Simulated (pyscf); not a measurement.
Routes from `[AlH3]` + `[NH3]`

Candidate steps break at most two bonds and form at most two. Each was searched with GFN2-xTB (tblite) first. PySCF, gas phase, ωB97X-D3(BJ)/def2-SVP geometries. Energies: ωB97M-D3(BJ)/def2-TZVP, kcal/mol, from the separated reactants, singlet surface; ΔG‡ with ideal gas, 1 atm, RRHO with modes under 100 cm⁻¹ raised to 100, one conformer, R ln 2 for chiral ones without a mode under 150 cm⁻¹.

```csv
products,type,ΔE‡,ΔE,ΔG‡ 298 K,ΔG‡ 900 K,ν‡ (cm⁻¹)
H₂N–AlH₂ + H₂,four-centre exchange,1.2,-19.5,9.5,28.6,1312i
AlH₃ + NH₃,four-centre exchange,79.7,0.0,85.9,104.6,1518i
```

Row 1: On the reactant side the descent ends in an adduct with a Al–N contact (not fully relaxed), 31.9 kcal/mol under the separated species and 31.8 kcal/mol under the saddle at ωB97X-D3(BJ)/def2-TZVP. Row 2: On the reactant side the descent ends in an adduct with a Al–N contact, 32.3 kcal/mol under the separated species and 114.6 kcal/mol under the saddle at ωB97X-D3(BJ)/def2-TZVP. On the product side the descent ends in an adduct with a Al–N contact, 32.3 kcal/mol under the separated species and 114.6 kcal/mol under the saddle at ωB97X-D3(BJ)/def2-TZVP. 

Plain bond fissions and candidates not yet searched are not listed, and one of them may be faster. Each barrier is that of the saddle found; lower ones may exist. A restricted solution here is unstable towards spin polarisation, so biradical character is likely and single-reference numbers are less safe.
